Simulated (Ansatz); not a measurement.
Two isomers of C3H3NS: A = `C#CC(=N)S`, B = `c1cscn1`.

Isolated molecules relaxed with PBE0-D4/def2-TZVP in Ansatz; ΔE leaves out vibrations. CCSD(T)/CBS adds triple-zeta CCSD(T) − MP2 to the extrapolated MP2 energy (def2 sets, frozen cores). Functionals use def2-TZVPP. B3LYP here is the variant with VWN-RPA as its local correlation; programs differ in this. Each species was taken in one conformer, which may not be the lowest.

Q: Which is lower in electronic energy at CCSD(T)/CBS, and by how much? (An estimate is asked.)

A: Computed: B, by 48.3 kcal/mol.

Q: Give E(B) − E(A) in kcal/mol with CCSD(T)/def2-TZVPP, B3LYP, r2SCAN-D4, PBE0-D4, MP2/def2-TZVPP, ωB97M-V, CCSD/def2-TZVPP. (An estimate is asked.)

A: Computed: CCSD(T)/def2-TZVPP -47.9, B3LYP -46.4, r2SCAN-D4 -52.5, PBE0-D4 -54.5, MP2/def2-TZVPP -52.0, ωB97M-V -49.5, CCSD/def2-TZVPP -46.3. None reverses the order clearly.

Q: Does the order hold for the free energy at 298.15 K (harmonic terms from PBE0-D4)? (An estimate is asked.)

A: Computed: Yes: G(B) − G(A) = -43.6 kcal/mol, for one conformer each.

Largest T1 diagnostic: 0.015.

From BLYP to BHLYP (50 % exact exchange), in def2-TZVPP and without D4, E(B) − E(A) moves by −4.9 kcal/mol. Leaving LDA and LC-ωPBE aside and taking each functional with its dispersion term where it has one, the values, not all of them listed here, spread over 10.2 kcal/mol, from PBE-QIDH to BLYP-D4. LDA lies −7.5 kcal/mol from PBE without D4.
